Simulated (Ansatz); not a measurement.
**PF2 (doublet): wave-function methods side by side at a displaced geometry (v1), cc-pVDZ**

The task here is to estimate one member of a computed series from the others.

Method: cc-pVDZ, core rule «outside noble gas», up to 7 orbitals frozen; program: Ansatz 0.2.0, Gaussian basis.

To be run: UHF; CCSD(T) on ROHF; CCSD(T) on UHF; BCCD(T) on ROHF; CISD; CCSDT(Q) on ROHF; CCSDT(Q) on UHF; CASSCF and MRCISD+Q, 15 electrons in 10 orbitals; CASSCF and NEVPT2, 15 electrons in 10 orbitals.

20 further runs of the same task are left out: 11 that didn't finish, 9 set aside as unsound or not needed.

### The geometry

The geometry is a PBE0/def2-TZVP stationary point (not a proven minimum) with its atoms shifted at random (size 0.040 Å).

3 atoms, charge 0, spin multiplicity 2.

Atoms are counted from 1 here; the program's logs count them from 0.

Bond lengths: F1–P2 1.582 Å, P2–F3 1.580 Å. Angles: F1–P2–F3 102.1°.

As a file:

```csv
atom,x (Å),y (Å),z (Å)
F1,-0.01261,-0.46792,1.22203
P2,-0.01344,0.54754,0.00867
F3,0.03452,-0.42475,-1.23616
```

Set-up of the first run:

Contents of in.yaml:

```yaml
crystal:
  periodic: [false, false, false]
  atoms:
    - {symbol: F, position_ang: [-0.012608, -0.467918, 1.222031]}
    - {symbol: P, position_ang: [-0.013442, 0.547537, 0.008666]}
    - {symbol: F, position_ang: [0.034522, -0.424750, -1.236159]}
basis:
  gaussian: {orbitals: cc-pVDZ}
magnetization: {spin_polarized: true, initial_magnetization: 1}
hamiltonian: {xc: hf}
output: {orbitals: {seedname: orbitals}}
```

Launch:

```sh
$ ansatz run in.yaml --threads 1 --pin off --events-out ev --progress --plain --max-ram 2393MiB
```

Among the steps run: UHF; CCSD(T) on ROHF; CCSD(T) on UHF; BCCD(T) on ROHF; CISD; CCSDT(Q) on ROHF; CCSDT(Q) on UHF; CASSCF and MRCISD+Q, 15 electrons in 10 orbitals; CASSCF and NEVPT2, 15 electrons in 10 orbitals.

One of the session's tables, all rows but one given; the rest of the session is left out.

| method | from UCCSDT(Q) (kJ/mol) |
| --- | --- |
| ROHF | +1303.9 |
| UHF | ? |
| RMP2 | +65.4 |
| UMP2 | +68.2 |
| CISD | +147.7 |
| RCCSD | +29.7 |
| UCCSD | +29.4 |
| RCCSD(T) | +4.7 |
| UCCSD(T) | +4.7 |
| BCCD(T) | +4.0 |
| RCCSDT | +3.1 |
| UCCSDT | +3.1 |
| RCCSDT(Q) | +0.4 |
| UCCSDT(Q) | 0 |
| CASSCF valence | +1160.6 |
| NEVPT2 valence | +135.8 |
| MRCISD valence | +114.5 |
| MRCISD+Q valence | +20.9 |

Q: Estimate the row for UHF from the others.

**Answer.** from UCCSDT(Q) (kJ/mol): +1288.7. In the column «from UCCSDT(Q) (kJ/mol)» it lies between CASSCF valence (+1160.6) and ROHF (+1303.9).

To keep in mind: Restricted and unrestricted rows rest on different reference determinants; where their highest levels disagree by more than a few hundredths of an eV, they describe different states and don't form one ladder.
